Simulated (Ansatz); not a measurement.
# CH6NSi+: energies and forces away from the minimum, part 1 of 2

Aim: displace all atoms at random from the minimum and see how well density functionals give the CCSD(T) energy and forces there.

Computed with Ansatz 0.2.0, Gaussian basis. Level: single points with forces in def2-TZVPP.

Levels: PBE-D4, r2SCAN-D4, PBE0-D4, wB97M-V, Hartree-Fock, MP2, CCSD, CCSD(T). Each coordinate is moved by a Gaussian draw of the width named (0.7 of it for atoms other than hydrogen): 0.02, 0.06 Å.

Cores are frozen in the correlated methods.

41 further runs of the same task are left out: 41 set aside as unsound or not needed.

## (1) Where the work starts

The minimum, relaxed at PBE0-D4: 9 atoms, charge 1, spin multiplicity 1.

Atoms are counted from 1 here; the program's logs count them from 0.

Bond lengths: N1–C2 1.278 Å, N1–H4 1.017 Å, N1–H5 1.017 Å, C2–Si3 1.923 Å, C2–H6 1.091 Å, Si3–H7 1.477 Å, Si3–H8 1.478 Å, Si3–H9 1.478 Å. Angles: C2–N1–H4 121.6°, C2–N1–H5 122.5°, H4–N1–H5 115.9°, N1–C2–Si3 124.6°, N1–C2–H6 114.8°, Si3–C2–H6 120.6°, C2–Si3–H7 103.4°, C2–Si3–H8 104.9°, C2–Si3–H9 103.4°, H7–Si3–H8 114.7°, H7–Si3–H9 113.9°, H8–Si3–H9 114.7°.

As a file:

```xyz
9

N    -0.7829    0.7540   -1.0416
C     0.0296    0.6891   -0.0575
Si    0.5680   -0.9409    0.8091
H    -1.2074   -0.0803   -1.4382
H    -1.0453    1.6351   -1.4763
H     0.4182    1.6517    0.2785
H     2.0344   -0.9562    0.6286
H    -0.1543   -2.0102    0.0882
H     0.1398   -0.7423    2.2092
```

Energies of the minimum (eV), from earlier single points: PBE-D4 -10488.60694, r2SCAN-D4 -10493.73561, PBE0-D4 -10489.64999, B3LYP-D4 -10497.04571, wB97M-V -10494.06379, CCSD(T) -10478.59435.

## (2) Structure 1, width 0.02 Å

Input file pbe-tzvpp/in.yaml:

```yaml
crystal:
  periodic: [false, false, false]
  atoms:
    - {symbol: N, position_ang: [-0.778809, 0.726950, -1.037808]}
    - {symbol: C, position_ang: [0.017420, 0.692934, -0.048947]}
    - {symbol: Si, position_ang: [0.571857, -0.925011, 0.819679]}
    - {symbol: H, position_ang: [-1.209536, -0.081501, -1.450269]}
    - {symbol: H, position_ang: [-1.062273, 1.649277, -1.462103]}
    - {symbol: H, position_ang: [0.424067, 1.684660, 0.313687]}
    - {symbol: H, position_ang: [2.023124, -0.940494, 0.569129]}
    - {symbol: H, position_ang: [-0.168566, -2.005105, 0.069224]}
    - {symbol: H, position_ang: [0.127022, -0.739086, 2.201706]}
basis:
  gaussian: {orbitals: def2-TZVPP}
total_charge: 1
hamiltonian: {xc: pbe, dispersion: d4}
output: {forces: true}
```

r2scan-tzvpp/in.yaml differs from pbe-tzvpp/in.yaml so:

```diff
-hamiltonian: {xc: pbe, dispersion: d4}
+hamiltonian: {xc: r2scan, dispersion: d4}
```

pbe0-tzvpp/in.yaml:

```diff
-hamiltonian: {xc: pbe, dispersion: d4}
-output: {forces: true}
+hamiltonian: {xc: pbe0, dispersion: d4}
+output: {forces: true, orbitals: {seedname: orbitals}}
```

wb97mv-tzvpp/in.yaml:

```diff
-hamiltonian: {xc: pbe, dispersion: d4}
+hamiltonian: {xc: {name: wB97M-V}}
```

ccsdt-tzvpp/in.yaml:

```diff
-hamiltonian: {xc: pbe, dispersion: d4}
+correlation: {method: ccsd_t}
```

Each run has its own folder and the same command.

Launch:

```console
$ ansatz run in.yaml --threads 2 --pin off --events-out ev --progress --plain --max-ram 4352MiB
```

pbe-tzvpp printed:

```text
Functional definition: PBE
  name "PBE"
  cite "Perdew, Burke & Ernzerhof, Phys. Rev. Lett. 77, 3865 (1996) doi:10.1103/PhysRevLett.77.3865"
  parent pbe
  parameter kappa = 0.804
  parameter beta = 0.06672455060314922
  exchange = pbe_x(kappa = kappa, mu = beta*pi^2/3)
  correlation = pbe_c(beta = beta)
977 factors; their error is unknown
mean field evaluation 1: about -10473.6386 eV, gradient 8.4e1 eV
mean field evaluation 2: about -10442.9080 eV, gradient 1.3e2 eV
mean field evaluation 4: about -10486.8593 eV, gradient 2.7e1 eV
mean field evaluation 8: about -10488.4194 eV, gradient 3.4e-1 eV
mean field evaluation 16: about -10488.4195 eV, gradient 3.2e-5 eV
mean field -10488.41954506 eV, -385.4423089748 hartree, gradient 3.2e-5 eV, S^2 0.000000; 0 other end points of the search recorded, 0 dependent functions left out
the calculation of the forces begins
reference -10488.41958593 eV, -385.4423104770 hartree; 16, 16 occupied and 172, 172 virtual orbitals, 977 factors
Total energy: -10488.53161465 eV, -385.4464274563 hartree
Atom 0 at    -0.778809     0.726950    -1.037808 Å, force    -0.706143     2.312253    -0.932634 eV/Å
Atom 1 at     0.017420     0.692934    -0.048947 Å, force     1.164143     0.443228     1.267625 eV/Å
Atom 2 at     0.571857    -0.925011     0.819679 Å, force    -0.372750    -0.433919    -0.669339 eV/Å
Atom 3 at    -1.209536    -0.081501    -1.450269 Å, force    -0.273366    -0.832287    -0.242981 eV/Å
Atom 4 at    -1.062273     1.649277    -1.462103 Å, force     0.230957    -0.965174     0.260073 eV/Å
Atom 5 at     0.424067     1.684660     0.313687 Å, force    -0.484468    -0.786285    -0.430875 eV/Å
Atom 6 at     2.023124    -0.940494     0.569129 Å, force     0.287346     0.001236     0.099556 eV/Å
Atom 7 at    -0.168566    -2.005105     0.069224 Å, force     0.168380     0.220660     0.213430 eV/Å
Atom 8 at     0.127022    -0.739086     2.201706 Å, force    -0.014099     0.040288     0.435146 eV/Å
Dipole moment:    -0.342525     0.496600    -0.460227 e Å
```

r2scan-tzvpp printed:

```text
Functional definition: r2SCAN
  name "r2SCAN"
  cite "Furness, Kaplan, Ning, Perdew & Sun, J. Phys. Chem. Lett. 11, 8208 (2020) doi:10.1021/acs.jpclett.0c02405"
  cite "Furness, Kaplan, Ning, Perdew & Sun, J. Phys. Chem. Lett. 11, 9248 (2020) doi:10.1021/acs.jpclett.0c03077"
  parent r2scan
  parameter k0 = 0.174
  parameter k1 = 0.065
  parameter a1 = 4.9479
  exchange = r2scan_x(k0 = k0, k1 = k1, a1 = a1)
  correlation = r2scan_c
977 factors; their error is unknown
mean field evaluation 1: about -10481.8878 eV, gradient 7.6e1 eV
mean field evaluation 2: about -10466.6632 eV, gradient 1.0e2 eV
mean field evaluation 4: about -10493.0980 eV, gradient 1.6e1 eV
mean field evaluation 8: about -10493.6160 eV, gradient 3.6e-1 eV
mean field evaluation 16: about -10493.6162 eV, gradient 3.0e-5 eV
mean field -10493.61616090 eV, -385.6332810847 hartree, gradient 3.0e-5 eV, S^2 0.000000; 0 other end points of the search recorded, 0 dependent functions left out
the calculation of the forces begins
reference -10493.61617298 eV, -385.6332815286 hartree; 16, 16 occupied and 172, 172 virtual orbitals, 977 factors
Total energy: -10493.64262294 eV, -385.6342535465 hartree
Atom 0 at    -0.778809     0.726950    -1.037808 Å, force    -0.660965     2.345066    -0.859632 eV/Å
Atom 1 at     0.017420     0.692934    -0.048947 Å, force     1.002350     0.538655     1.051084 eV/Å
Atom 2 at     0.571857    -0.925011     0.819679 Å, force    -0.379745    -0.456889    -0.688058 eV/Å
Atom 3 at    -1.209536    -0.081501    -1.450269 Å, force    -0.113505    -0.575045    -0.082694 eV/Å
Atom 4 at    -1.062273     1.649277    -1.462103 Å, force     0.329364    -1.249924     0.401105 eV/Å
Atom 5 at     0.424067     1.684660     0.313687 Å, force    -0.586185    -0.980545    -0.526553 eV/Å
Atom 6 at     2.023124    -0.940494     0.569129 Å, force     0.089455     0.001542     0.141495 eV/Å
Atom 7 at    -0.168566    -2.005105     0.069224 Å, force     0.266940     0.365360     0.316202 eV/Å
Atom 8 at     0.127022    -0.739086     2.201706 Å, force     0.052292     0.011779     0.247050 eV/Å
Dipole moment:    -0.342913     0.506705    -0.460704 e Å
```

pbe0-tzvpp printed:

```text
Functional definition: PBE0
  name "PBE0"
  cite "Adamo & Barone, J. Chem. Phys. 110, 6158 (1999) doi:10.1063/1.478522"
[... 2 set-up lines as earlier in the session ...]
  parameter a = 0.25
[... 2 set-up lines as earlier in the session ...]
  exchange = (1 - a)*pbe_x(kappa = kappa, mu = beta*pi^2/3) + a*exact_x
[... 1 set-up line as earlier in the session ...]
980 factors; their error is unknown
mean field evaluation 1: about -10480.2662 eV, gradient 6.7e1 eV
mean field evaluation 2: about -10474.7273 eV, gradient 8.1e1 eV
mean field evaluation 4: about -10489.3078 eV, gradient 7.9e0 eV
mean field evaluation 8: about -10489.4461 eV, gradient 1.7e-2 eV
mean field evaluation 16: about -10489.4658 eV, gradient 1.8e-5 eV
mean field -10489.46578017 eV, -385.4807574060 hartree, gradient 1.8e-5 eV, S^2 0.000000; 0 other end points of the search recorded, 0 dependent functions left out
the calculation of the forces begins
reference -10489.46581056 eV, -385.4807585226 hartree; 16, 16 occupied and 172, 172 virtual orbitals, 980 factors
Total energy: -10489.55921034 eV, -385.4841909015 hartree
Atom 0 at    -0.778809     0.726950    -1.037808 Å, force    -0.514170     2.347661    -0.668404 eV/Å
Atom 1 at     0.017420     0.692934    -0.048947 Å, force     0.791911     0.631993     0.777265 eV/Å
Atom 2 at     0.571857    -0.925011     0.819679 Å, force    -0.344398    -0.482528    -0.648124 eV/Å
Atom 3 at    -1.209536    -0.081501    -1.450269 Å, force    -0.090584    -0.542033    -0.062130 eV/Å
Atom 4 at    -1.062273     1.649277    -1.462103 Å, force     0.359166    -1.312708     0.441901 eV/Å
Atom 5 at     0.424067     1.684660     0.313687 Å, force    -0.591619    -1.006747    -0.529644 eV/Å
Atom 6 at     2.023124    -0.940494     0.569129 Å, force     0.106446    -0.000419     0.127575 eV/Å
Atom 7 at    -0.168566    -2.005105     0.069224 Å, force     0.249157     0.350496     0.297468 eV/Å
Atom 8 at     0.127022    -0.739086     2.201706 Å, force     0.034092     0.014284     0.264092 eV/Å
Dipole moment:    -0.344148     0.512032    -0.462249 e Å
```

wb97mv-tzvpp printed:

```text
Functional definition: wB97M-V
  name "wB97M-V"
  cite "Mardirossian & Head-Gordon, J. Chem. Phys. 144, 214110 (2016) doi:10.1063/1.4952647"
  cite "Becke, J. Chem. Phys. 107, 8554 (1997) doi:10.1063/1.475007"
  cite "Vydrov & Van Voorhis, J. Chem. Phys. 133, 244103 (2010) doi:10.1063/1.3521275"
  # Of w^i u^j: cxij and so on, Table III.
  parameter omega = 0.3/bohr
  parameter cx = 0.15
  parameter cx01 = 1.007
  parameter cx10 = 0.259
  parameter css00 = 0.443
  parameter css04 = -1.437
  parameter css10 = -4.535
  parameter css20 = -3.390
  parameter css43 = 4.278
  parameter cos00 = 1.000
  parameter cos10 = 1.358
  parameter cos20 = 2.924
  parameter cos21 = -8.812
  parameter cos60 = -1.390
  parameter cos61 = 9.142
  parameter b = 6.0
  parameter c = 0.01
  gx(w, u) = 1 - cx + cx01*u + cx10*w
  gss(w, u) = css00 + css04*u^4 + css10*w + css20*w^2 + css43*w^4*u^3
  gos(w, u) = cos00 + cos10*w + (cos20 + cos21*u)*w^2 + (cos60 + cos61*u)*w^6
  exchange = spin_sum(e_x_unif_sr(omega)*gx(b97_w, b97_u_x)) + cx*exact_x_sr(omega) + exact_x_lr(omega)
  correlation = spin_sum(e_c_pw_mod_same_spin*gss(b97_w, b97_u_same))
      + integral(e_c_pw_mod_opposite_spin*gos(b97_w_opposite, b97_u_opposite)) + vv10(b, c)
980 factors; their error is unknown
247 factors; integrals over basis functions are off by at most 1.2e-5 eV
mean field evaluation 1: about -10488.0192 eV, gradient 5.5e1 eV
mean field evaluation 2: about -10489.5905 eV, gradient 4.7e1 eV
mean field evaluation 4: about -10493.9414 eV, gradient 2.7e0 eV
mean field evaluation 8: about -10493.9673 eV, gradient 1.0e-1 eV
mean field evaluation 16: about -10493.9677 eV, gradient 7.2e-5 eV
mean field -10493.96774223 eV, -385.6462014603 hartree, gradient 7.2e-5 eV, S^2 0.000000; 0 other end points of the search recorded, 0 dependent functions left out
the calculation of the forces begins
reference -10493.96778992 eV, -385.6462032129 hartree; 16, 16 occupied and 172, 172 virtual orbitals, 980 factors
Total energy: -10493.96778992 eV, -385.6462032129 hartree
Atom 0 at    -0.778809     0.726950    -1.037808 Å, force    -0.597749     2.353715    -0.770299 eV/Å
Atom 1 at     0.017420     0.692934    -0.048947 Å, force     0.856526     0.738905     0.845204 eV/Å
Atom 2 at     0.571857    -0.925011     0.819679 Å, force    -0.239705    -0.668056    -0.507660 eV/Å
Atom 3 at    -1.209536    -0.081501    -1.450269 Å, force    -0.077700    -0.537484    -0.048039 eV/Å
Atom 4 at    -1.062273     1.649277    -1.462103 Å, force     0.369366    -1.320159     0.454778 eV/Å
Atom 5 at     0.424067     1.684660     0.313687 Å, force    -0.623749    -1.047801    -0.563644 eV/Å
Atom 6 at     2.023124    -0.940494     0.569129 Å, force    -0.104610     0.000001     0.156263 eV/Å
Atom 7 at    -0.168566    -2.005105     0.069224 Å, force     0.327261     0.494382     0.373916 eV/Å
Atom 8 at     0.127022    -0.739086     2.201706 Å, force     0.090360    -0.013503     0.059482 eV/Å
Dipole moment:    -0.347444     0.519322    -0.465691 e Å
```

Output in ccsdt-tzvpp:

```text
Functional definition: HF
  name "HF"
  cite "Fock, Z. Phys. 61, 126 (1930) doi:10.1007/BF01340294"
[... 1 set-up line as earlier in the session ...]
  exchange = exact_x
  correlation = 0
1081 factors; integrals over basis functions are off by at most 8.1e-4 eV
mean field evaluation 1: about -10460.1328 eV, gradient 3.9e1 eV
mean field evaluation 2: about -10460.1371 eV, gradient 3.9e1 eV
mean field evaluation 4: about -10463.7717 eV, gradient 3.5e0 eV
mean field evaluation 8: about -10463.8236 eV, gradient 2.1e-4 eV
mean field evaluation 16: about -10463.8203 eV, gradient 2.0e-1 eV
mean field -10463.82361820 eV, -384.5384253343 hartree, gradient 1.4e-6 eV, S^2 0.000000; 0 other end points of the search recorded, 0 dependent functions left out
7 core orbitals not correlated: weight in the atoms' cores, before any rotation towards them, 1.000 or more for the frozen orbitals, at most 0.000 for the correlated occupied ones
reference -10463.82361820 eV, -384.5384253343 hartree; 9, 9 occupied and 172, 172 virtual orbitals, 1081 factors
second order -12.99797753 eV of doubles, -0.00000000 eV of singles
cycle   1  -13.64363012 eV  change   -6.5e-1 eV  update   8.6e-2
cycle   2  -14.06241820 eV  change   -4.2e-1 eV  update   2.8e-2
cycle   3  -14.14447827 eV  change   -8.2e-2 eV  update   1.5e-2
cycle   4  -14.13477883 eV  change    9.7e-3 eV  update   4.6e-3
cycle   5  -14.13626254 eV  change   -1.5e-3 eV  update   1.8e-3
cycle   6  -14.13606209 eV  change    2.0e-4 eV  update   4.6e-4
cycle   7  -14.13592368 eV  change    1.4e-4 eV  update   1.3e-4
cycle   8  -14.13594025 eV  change   -1.7e-5 eV  update   5.3e-5
cycle   9  -14.13594510 eV  change   -4.9e-6 eV  update   1.3e-5
cycle  10  -14.13593747 eV  change    7.6e-6 eV  update   5.6e-6
perturbative correction -0.53509643 eV, -0.0196644311 hartree
the calculation of the forces begins
working
working
Total energy: -10478.49465210 eV, -385.0775758859 hartree
Atom 0 at    -0.778809     0.726950    -1.037808 Å, force    -0.976036     2.381868    -1.243724 eV/Å
Atom 1 at     0.017420     0.692934    -0.048947 Å, force     1.200297     0.781477     1.274512 eV/Å
Atom 2 at     0.571857    -0.925011     0.819679 Å, force    -0.222969    -0.676825    -0.494312 eV/Å
Atom 3 at    -1.209536    -0.081501    -1.450269 Å, force    -0.087254    -0.565532    -0.055532 eV/Å
Atom 4 at    -1.062273     1.649277    -1.462103 Å, force     0.362080    -1.285262     0.441618 eV/Å
Atom 5 at     0.424067     1.684660     0.313687 Å, force    -0.621014    -1.012142    -0.566521 eV/Å
Atom 6 at     2.023124    -0.940494     0.569129 Å, force    -0.015460    -0.024438     0.154061 eV/Å
Atom 7 at    -0.168566    -2.005105     0.069224 Å, force     0.290249     0.425809     0.339846 eV/Å
Atom 8 at     0.127022    -0.739086     2.201706 Å, force     0.070107    -0.024956     0.150054 eV/Å
Dipole moment:    -0.367689     0.528459    -0.491710 e Å
```

Times: 1.9 s (pbe-tzvpp), 3.4 s (r2scan-tzvpp), 2.9 s (pbe0-tzvpp), 8.5 s (wb97mv-tzvpp), 2.8 min (ccsdt-tzvpp) on 2 threads of Arm Neoverse V2, shared host; peak memory 3.6 GiB.

```tsv
method	RMS force component (eV/Å)	RMS error against CCSD(T) (eV/Å)	angle to CCSD(T) forces (°)
PBE-D4	0.719	0.197	13.8
r2SCAN-D4	0.722	0.142	9.2
PBE0-D4	0.694	0.202	13.5
wB97M-V	0.719	0.161	10.8
CCSD(T)	0.795	reference	reference
```

(Continued in part 2 of 2.)
